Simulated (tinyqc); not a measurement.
Inside a calculation. Method: RKS/LDA (VWN5) in the sto-3g basis, for BH, spin multiplicity 1. Computed by tinyqc, a small Python program that keeps every step (integrals from PySCF). Settings: charge = 0, multiplicity = 1, basis = sto-3g, energy threshold = 1e-08, iteration cap = 59, orthogonalisation = symmetric, start = highest core orbitals, DIIS depth = 0, damping = 0.7, method = RKS, functional = lda,vwn, grid = [15, 86]. Command: `OMP_NUM_THREADS=1 python tinyqc.py 20142 20143 out.jsonl` (the two numbers bound the seeds that draw the settings). One thread of a shared host (Intel(R) Xeon(R) Processor @ 2.60GHz), about 0.7 s of CPU time with the checks. Later iterations appear only in the table of the cycle.

## One-electron integrals

Geometry (angstrom):
```
atom         x         y         z
B     0.000000  0.000000  0.000000
H     0.000000  0.000000  1.480000
```

Basis sto-3g: exponents (1/bohr^2) and contraction coefficients of normalised primitives:
```
element  l (shell)   exponent  coefficient
B            s (1)  48.791113     0.154329
B            s (1)   8.887362     0.535328
B            s (1)   2.405267     0.444635
B            s (2)   2.236956    -0.099967
B            s (2)   0.519821     0.399513
B            s (2)   0.169062     0.700115
B            p (3)   2.236956     0.155916
B            p (3)   0.519821     0.607684
B            p (3)   0.169062     0.391957
H            s (1)   3.425251     0.154329
H            s (1)   0.623914     0.535328
H            s (1)   0.168855     0.444635
```

Overlap, kinetic and nuclear-attraction integrals over the contracted functions; the nuclear repulsion is the sum of Za Zb / Rab.

nuclear repulsion = 1.78776085 hartree

overlap S, lower triangle:
```
           1B 1s     1B 2s    1B 2px    1B 2py    1B 2pz     2H 1s
1B 1s   1.000000
1B 2s   0.269328  1.000000
1B 2px  0.000000  0.000000  1.000000
1B 2py  0.000000  0.000000  0.000000  1.000000
1B 2pz  0.000000  0.000000  0.000000  0.000000  1.000000
2H 1s   0.034662  0.338179  0.000000  0.000000  0.381548  1.000000
```

kinetic energy T (hartree), lower triangle:
```
            1B 1s     1B 2s    1B 2px    1B 2py    1B 2pz     2H 1s
1B 1s   10.826302
1B 2s   -0.047967  0.359168
1B 2px   0.000000  0.000000  1.123881
1B 2py   0.000000  0.000000  0.000000  1.123881
1B 2pz   0.000000  0.000000  0.000000  0.000000  1.123881
2H 1s   -0.010152  0.032497  0.000000  0.000000  0.110882  0.760032
```

nuclear attraction V (hartree), lower triangle:
```
             1B 1s      1B 2s     1B 2px     1B 2py     1B 2pz      2H 1s
1B 1s   -23.504940
1B 2s    -3.235661  -4.125258
1B 2px    0.000000   0.000000  -4.068856
1B 2py    0.000000   0.000000   0.000000  -4.068856
1B 2pz   -0.012014  -0.115744   0.000000   0.000000  -4.146662
2H 1s    -0.418597  -1.154562   0.000000   0.000000  -1.230339  -3.006489
```

core Hamiltonian H = T + V (hartree), lower triangle:
```
             1B 1s      1B 2s     1B 2px     1B 2py     1B 2pz      2H 1s
1B 1s   -12.678638
1B 2s    -3.283628  -3.766090
1B 2px    0.000000   0.000000  -2.944975
1B 2py    0.000000   0.000000   0.000000  -2.944975
1B 2pz   -0.012014  -0.115744   0.000000   0.000000  -3.022781
2H 1s    -0.428749  -1.122066   0.000000   0.000000  -1.119458  -2.246457
```

## Two-electron integrals

Functions are numbered as in S; the eight-fold symmetry (ij|kl) = (ji|kl) = (kl|ij) leaves the list below.

Two-electron integrals (ij|kl) in chemists' order, unique and non-zero (hartree):
```
(11|11) 2.923513   (21|11) 0.518376   (21|21) 0.109262   (22|11) 0.744229
(22|21) 0.193177   (22|22) 0.544804   (31|31) 0.020264   (32|31) 0.029996
(32|32) 0.120346   (33|11) 0.742491   (33|21) 0.193240   (33|22) 0.544682
(33|33) 0.586773   (41|41) 0.020264   (42|41) 0.029996   (42|42) 0.120346
(43|43) 0.031630   (44|11) 0.742491   (44|21) 0.193240   (44|22) 0.544682
(44|33) 0.523513   (44|44) 0.586773   (51|51) 0.020264   (52|51) 0.029996
(52|52) 0.120346   (53|53) 0.031630   (54|54) 0.031630   (55|11) 0.742491
(55|21) 0.193240   (55|22) 0.544682   (55|33) 0.523513   (55|44) 0.523513
(55|55) 0.586773   (61|11) 0.066349   (61|21) 0.013943   (61|22) 0.024766
(61|33) 0.024655   (61|44) 0.024655   (61|51) 0.000975   (61|52) 0.001818
(61|55) 0.025000   (61|61) 0.001832   (62|11) 0.182534   (62|21) 0.048246
(62|22) 0.152720   (62|33) 0.148162   (62|44) 0.148162   (62|51) 0.005258
(62|52) 0.033983   (62|55) 0.161682   (62|61) 0.006571   (62|62) 0.062961
(63|31) 0.004492   (63|32) 0.021801   (63|53) 0.006096   (63|63) 0.006322
(64|41) 0.004492   (64|42) 0.021801   (64|54) 0.006096   (64|64) 0.006322
(65|11) 0.180484   (65|21) 0.048288   (65|22) 0.161204   (65|33) 0.152819
(65|44) 0.152819   (65|51) 0.008923   (65|52) 0.053953   (65|55) 0.177790
(65|61) 0.006842   (65|62) 0.077424   (65|65) 0.099590   (66|11) 0.355794
(66|21) 0.095689   (66|22) 0.344016   (66|33) 0.324724   (66|44) 0.324724
(66|51) 0.011495   (66|52) 0.101214   (66|55) 0.382105   (66|61) 0.013183
(66|62) 0.189747   (66|65) 0.251943   (66|66) 0.774606
```

## Orthogonalisation

S = U s U^T; symmetric (Loewdin) form X = U s^(-1/2) U^T, so that X^T S X = 1.

eigenvalues of S: 0.466363  0.799208  1.000000  1.000000  1.176705  1.557723

X, lower triangle:
```
            1B 1s      1B 2s    1B 2px    1B 2py     1B 2pz     2H 1s
1B 1s    1.029836
1B 2s   -0.148582   1.085749
1B 2px   0.000000   0.000000  1.000000
1B 2py   0.000000   0.000000  0.000000  1.000000
1B 2pz  -0.008083   0.062254  0.000000  0.000000   1.067987
2H 1s    0.023012  -0.209934  0.000000  0.000000  -0.230419  1.122431
```

## Starting guess

The start is the highest orbitals of the core Hamiltonian (a deliberately bad start); D = 2 C_occ C_occ^T.

D at the start, lower triangle:
```
            1B 1s      1B 2s    1B 2px    1B 2py     1B 2pz     2H 1s
1B 1s    0.005083
1B 2s   -0.034923   0.239919
1B 2px   0.000000   0.000000  2.000000
1B 2py   0.000000   0.000000  0.000000  2.000000
1B 2pz  -0.036664   0.251880  0.000000  0.000000   0.264438
2H 1s    0.116888  -0.803016  0.000000  0.000000  -0.843051  2.687724
```

## Iteration 1: exchange-correlation on the grid

Becke grid with 15 radial and 86 angular points per atom, points of zero weight dropped. rho = sum D_ij phi_i phi_j; V_xc,ij = sum w v_xc phi_i phi_j; v_xc is d(rho eps)/d rho.

The 16 grid points with the largest w rho, of 2574 (bohr, atomic units):
```
x                  y         z         w       rho     eps_xc       v_xc
1.761638   -0.710945  0.000000  0.365748  0.061431  -0.341257  -0.445579
1.761638    0.710945  0.000000  0.365748  0.061431  -0.341257  -0.445579
0.710945   -1.761638  0.000000  0.365748  0.061431  -0.341257  -0.445579
0.710945    1.761638  0.000000  0.365748  0.061431  -0.341257  -0.445579
-0.710945  -1.761638  0.000000  0.365748  0.061431  -0.341257  -0.445579
-0.710945   1.761638  0.000000  0.365748  0.061431  -0.341257  -0.445579
-1.761638  -0.710945  0.000000  0.365748  0.061431  -0.341257  -0.445579
-1.761638   0.710945  0.000000  0.365748  0.061431  -0.341257  -0.445579
1.899687    0.000000  0.000000  0.357441  0.061431  -0.341257  -0.445579
0.000000   -1.899687  0.000000  0.357441  0.061431  -0.341257  -0.445579
0.000000    1.899687  0.000000  0.357441  0.061431  -0.341257  -0.445579
-1.899687   0.000000  0.000000  0.357441  0.061431  -0.341257  -0.445579
1.319055   -1.319055  0.359162  0.367012  0.059775  -0.338418  -0.441846
1.319055    1.319055  0.359162  0.367012  0.059775  -0.338418  -0.441846
-1.319055  -1.319055  0.359162  0.367012  0.059775  -0.338418  -0.441846
-1.319055   1.319055  0.359162  0.367012  0.059775  -0.338418  -0.441846
```

electrons on the grid, sum of w rho = 6.000084

E_xc = sum of w rho eps_xc = -2.29651577 hartree

V_xc (hartree), lower triangle:
```
            1B 1s      1B 2s     1B 2px     1B 2py     1B 2pz      2H 1s
1B 1s   -0.520350
1B 2s   -0.156638  -0.447635
1B 2px   0.000000   0.000000  -0.474425
1B 2py   0.000000   0.000000   0.000000  -0.474425
1B 2pz  -0.000589  -0.016968   0.000000   0.000000  -0.395257
2H 1s   -0.019664  -0.143681   0.000000   0.000000  -0.162135  -0.518192
```

## Iteration 1: building the Kohn-Sham matrix

J_ij = sum D_kl (ij|kl); F = H + J + V_xc; E = tr D H + tr D J / 2 + E_xc + E_nn.

Coulomb J (hartree), lower triangle:
```
           1B 1s     1B 2s    1B 2px    1B 2py    1B 2pz     2H 1s
1B 1s   3.697834
1B 2s   0.966952  2.857091
1B 2px  0.000000  0.000000  2.862877
1B 2py  0.000000  0.000000  0.000000  2.862877
1B 2pz  0.021257  0.185336  0.000000  0.000000  2.843575
2H 1s   0.125153  0.966197  0.000000  0.000000  1.107525  2.883214
```

Kohn-Sham matrix F (hartree), lower triangle:
```
            1B 1s      1B 2s     1B 2px     1B 2py     1B 2pz     2H 1s
1B 1s   -9.501154
1B 2s   -2.473314  -1.356634
1B 2px   0.000000   0.000000  -0.556523
1B 2py   0.000000   0.000000   0.000000  -0.556523
1B 2pz   0.008655   0.052625   0.000000   0.000000  -0.574463
2H 1s   -0.323260  -0.299550   0.000000   0.000000  -0.174069  0.118565
```

total energy of this density = -7.68687452 hartree

This density is the starting one.

## Iteration 1: diagonalisation and new density

Diagonalise F' = X^T F X, C = X C', fill 3 alpha and 3 beta electrons from the bottom; D = 2 C_occ C_occ^T; the new density keeps 0.7 of the old one (damping). Each column has its largest component positive (the first on a tie).

F' = X^T F X (hartree), lower triangle:
```
           1          2          3          4          5         6
1  -9.362810
2  -1.094488  -0.880125
3   0.000000   0.000000  -0.556523
4   0.000000   0.000000   0.000000  -0.556523
5  -0.002945   0.077628   0.000000   0.000000  -0.552416
6  -0.042397  -0.173843   0.000000   0.000000  -0.138545  0.297459
```

orbital energies (hartree): MO1 -9.502173, MO2 -0.781830, MO3 -0.562659, MO4 -0.556523, MO5 -0.556523, MO6 0.348771

coefficients C:
```
              MO1        MO2        MO3       MO4        MO5        MO6
1B 1s    1.003023  -0.262417  -0.067029  0.000000   0.000000   0.061837
1B 2s   -0.011931   1.012132   0.267721  0.000000   0.000000  -0.390699
1B 2px   0.000000   0.000000   0.000000  0.998776  -0.049453   0.000000
1B 2py   0.000000   0.000000   0.000000  0.049453   0.998776   0.000000
1B 2pz  -0.002384  -0.237494   0.986893  0.000000   0.000000  -0.408979
2H 1s    0.003833  -0.014032  -0.045781  0.000000   0.000000   1.164147
```

D after iteration 1, lower triangle:
```
            1B 1s      1B 2s    1B 2px    1B 2py     1B 2pz     2H 1s
1B 1s    0.651205
1B 2s   -0.201754   0.825680
1B 2px   0.000000   0.000000  1.400000
1B 2py   0.000000   0.000000  0.000000  1.400000
1B 2pz  -0.029396   0.190635  0.000000  0.000000   0.803326
2H 1s    0.088179  -0.578014  0.000000  0.000000  -0.615250  1.882792
```

Within a degenerate level the vectors are fixed only up to a rotation; this is one choice.

## Iteration 2: exchange-correlation on the grid

As before.

The 16 grid points with the largest w rho, of 2574 (bohr, atomic units):
```
x                  y          z         w       rho     eps_xc       v_xc
-1.761638   0.710945   0.000000  0.365748  0.049295  -0.319073  -0.416416
-1.761638  -0.710945   0.000000  0.365748  0.049295  -0.319073  -0.416416
-0.710945   1.761638   0.000000  0.365748  0.049295  -0.319073  -0.416416
-0.710945  -1.761638   0.000000  0.365748  0.049295  -0.319073  -0.416416
0.710945    1.761638   0.000000  0.365748  0.049295  -0.319073  -0.416416
0.710945   -1.761638   0.000000  0.365748  0.049295  -0.319073  -0.416416
1.761638    0.710945   0.000000  0.365748  0.049295  -0.319073  -0.416416
1.761638   -0.710945   0.000000  0.365748  0.049295  -0.319073  -0.416416
-1.319055   1.319055   0.359162  0.367012  0.048852  -0.318196  -0.415264
-1.319055  -1.319055   0.359162  0.367012  0.048852  -0.318196  -0.415264
1.319055    1.319055   0.359162  0.367012  0.048852  -0.318196  -0.415264
1.319055   -1.319055   0.359162  0.367012  0.048852  -0.318196  -0.415264
1.319055   -1.319055  -0.359162  0.367860  0.048037  -0.316567  -0.413123
1.319055    1.319055  -0.359162  0.367860  0.048037  -0.316567  -0.413123
-1.319055  -1.319055  -0.359162  0.367860  0.048037  -0.316567  -0.413123
-1.319055   1.319055  -0.359162  0.367860  0.048037  -0.316567  -0.413123
```

electrons on the grid, sum of w rho = 5.999466

E_xc = sum of w rho eps_xc = -2.55771527 hartree

V_xc (hartree), lower triangle:
```
            1B 1s      1B 2s     1B 2px     1B 2py     1B 2pz      2H 1s
1B 1s   -1.278366
1B 2s   -0.230878  -0.466804
1B 2px   0.000000   0.000000  -0.471029
1B 2py   0.000000   0.000000   0.000000  -0.471029
1B 2pz  -0.000781  -0.010972   0.000000   0.000000  -0.452720
2H 1s   -0.029678  -0.144503   0.000000   0.000000  -0.162120  -0.477313
```

## Iteration 2: building the Kohn-Sham matrix

As before.

Coulomb J (hartree), lower triangle:
```
           1B 1s     1B 2s    1B 2px    1B 2py    1B 2pz     2H 1s
1B 1s   5.233057
1B 2s   1.216720  3.096365
1B 2px  0.000000  0.000000  3.086638
1B 2py  0.000000  0.000000  0.000000  3.086638
1B 2pz  0.015001  0.129330  0.000000  0.000000  3.110635
2H 1s   0.156912  0.973240  0.000000  0.000000  1.085425  2.662606
```

Kohn-Sham matrix F (hartree), lower triangle:
```
            1B 1s      1B 2s     1B 2px     1B 2py     1B 2pz      2H 1s
1B 1s   -8.723947
1B 2s   -2.297787  -1.136529
1B 2px   0.000000   0.000000  -0.329365
1B 2py   0.000000   0.000000   0.000000  -0.329365
1B 2pz   0.002206   0.002615   0.000000   0.000000  -0.364867
2H 1s   -0.301516  -0.293328   0.000000   0.000000  -0.196152  -0.061164
```

total energy of this density = -13.53747883 hartree

This density is a damped mixture and is not idempotent.

## Iteration 2: diagonalisation and new density

As before.

F' = X^T F X (hartree), lower triangle:
```
           1          2          3          4          5         6
1  -8.586488
2  -1.052033  -0.674781
3   0.000000   0.000000  -0.329365
4   0.000000   0.000000   0.000000  -0.329365
5  -0.005501   0.042771   0.000000   0.000000  -0.317933
6  -0.035783  -0.163017   0.000000   0.000000  -0.161574  0.095415
```

orbital energies (hartree): MO1 -8.724353, MO2 -0.574199, MO3 -0.373058, MO4 -0.329365, MO5 -0.329365, MO6 0.187822

coefficients C:
```
              MO1        MO2        MO3       MO4        MO5        MO6
1B 1s    1.001987  -0.269897   0.010884  0.000000   0.000000   0.079330
1B 2s   -0.007825   1.019807  -0.058880  0.000000   0.000000  -0.453146
1B 2px   0.000000   0.000000   0.000000  0.984743  -0.174015   0.000000
1B 2py   0.000000   0.000000   0.000000  0.174015   0.984743   0.000000
1B 2pz  -0.001299  -0.015330   0.939042  0.000000   0.000000  -0.561776
2H 1s    0.002768   0.049616   0.140530  0.000000   0.000000   1.155563
```

D after iteration 2, lower triangle:
```
            1B 1s      1B 2s    1B 2px    1B 2py     1B 2pz     2H 1s
1B 1s    1.102008
1B 2s   -0.311463   1.204096
1B 2px   0.000000   0.000000  0.980000
1B 2py   0.000000   0.000000  0.000000  0.980000
1B 2pz  -0.012744   0.090896  0.000000  0.000000   1.091551
2H 1s    0.056272  -0.379228  0.000000  0.000000  -0.351956  1.331285
```

Within a degenerate level the vectors are fixed only up to a rotation; this is one choice.

## Iteration 58 (converged): orbitals

converged F (hartree), lower triangle:
```
            1B 1s      1B 2s    1B 2px    1B 2py     1B 2pz      2H 1s
1B 1s   -6.157248
1B 2s   -1.887479  -0.791287
1B 2px   0.000000   0.000000  0.006001
1B 2py   0.000000   0.000000  0.000000  0.006001
1B 2pz  -0.009887  -0.054374  0.000000  0.000000  -0.003839
2H 1s   -0.249685  -0.256251  0.000000  0.000000  -0.185247  -0.138506
```

Diagonalise F' = X^T F X, C = X C', fill 3 alpha and 3 beta electrons from the bottom; D = 2 C_occ C_occ^T. Each column has its largest component positive (the first on a tie).

F' = X^T F X (hartree), lower triangle:
```
           1          2         3         4          5         6
1  -5.980042
2  -1.041468  -0.366957
3   0.000000   0.000000  0.006001
4   0.000000   0.000000  0.000000  0.006001
5  -0.020896   0.007177  0.000000  0.000000   0.077233
6  -0.001379  -0.160604  0.000000  0.000000  -0.203554  0.003932
```

orbital energies (hartree): MO1 -6.167259, MO2 -0.299532, MO3 -0.074600, MO4 0.006001, MO5 0.006001, MO6 0.275556

coefficients C:
```
              MO1        MO2        MO3        MO4       MO5        MO6
1B 1s    0.987395  -0.239361  -0.201652   0.000000  0.000000   0.101629
1B 2s    0.044948   0.717154   0.724204   0.000000  0.000000  -0.456149
1B 2px   0.000000   0.000000   0.000000   0.994465  0.105065   0.000000
1B 2py   0.000000   0.000000   0.000000  -0.105065  0.994465   0.000000
1B 2pz   0.005390   0.228261  -0.550791   0.000000  0.000000  -0.917675
2H 1s   -0.009695   0.434989  -0.487038   0.000000  0.000000   0.964899
```

D after iteration 58, lower triangle:
```
            1B 1s      1B 2s    1B 2px    1B 2py    1B 2pz     2H 1s
1B 1s    2.145812
1B 2s   -0.546629   2.081604
1B 2px   0.000000   0.000000  0.000000
1B 2py   0.000000   0.000000  0.000000  0.000000
1B 2pz   0.123507  -0.469889  0.000000  0.000000  0.711006
2H 1s   -0.030959  -0.082394  0.000000  0.000000  0.734990  0.853030
```

Within a degenerate level the vectors are fixed only up to a rotation; this is one choice.

## Convergence

Stop when the energy changes by less than 1e-08 hartree and every element of the error matrix X^T (F D S - S D F) X is below 3e-05.

Course of the cycle:
```
iteration   E (hartree)     change  largest element of the error matrix
1           -7.68687452          -                             8.63e-02
2          -13.53747883  -5.85e+00                             1.00e-01
3          -17.20454565  -3.67e+00                             4.06e-02
4          -19.57342389  -2.37e+00                             1.90e-02
5          -21.14976063  -1.58e+00                             3.72e-02
6          -22.21537029  -1.07e+00                             3.57e-02
7          -22.94293558  -7.28e-01                             3.05e-02
8          -23.44324940  -5.00e-01                             2.83e-02
9          -23.78907584  -3.46e-01                             2.50e-02
10         -24.02900731  -2.40e-01                             2.12e-02
11         -24.19591067  -1.67e-01                             1.76e-02
12         -24.31223098  -1.16e-01                             1.42e-02
13         -24.39340520  -8.12e-02                             1.14e-02
14         -24.45010511  -5.67e-02                             8.93e-03
...                 ...        ...                                  ...
45         -24.58201471  -8.90e-07                             6.35e-07
46         -24.58201534  -6.23e-07                             4.56e-07
47         -24.58201577  -4.36e-07                             3.27e-07
48         -24.58201608  -3.05e-07                             2.34e-07
49         -24.58201629  -2.14e-07                             1.67e-07
50         -24.58201644  -1.50e-07                             1.20e-07
51         -24.58201655  -1.05e-07                             8.57e-08
52         -24.58201662  -7.33e-08                             6.12e-08
53         -24.58201667  -5.13e-08                             4.37e-08
54         -24.58201671  -3.59e-08                             3.12e-08
55         -24.58201673  -2.51e-08                             2.23e-08
56         -24.58201675  -1.76e-08                             1.59e-08
57         -24.58201676  -1.23e-08                             1.13e-08
58         -24.58201677  -8.62e-09                             8.09e-09
```

PySCF RKS in the same basis, fine grid = -24.57811892 hartree

Converged in 58 iterations. The coarse grid moves the energy by -3.90e-03 hartree.

## Populations, bond orders and dipole

Mulliken: Z minus the diagonal of D S on the atom; Loewdin: the same with S^(1/2) D S^(1/2); Mayer order: 2 sum_s sum (D(s) S)_ij (D(s) S)_ji over the two atoms.

Charges (e):
```
atom   Mulliken    Loewdin
1B     0.104527   0.104215
2H    -0.104527  -0.104215
```

Mayer bond orders:
```
pair     order
2-1   0.989074
```

dipole moment about the origin, x y z (debye): 0.000000  0.000000  0.414376
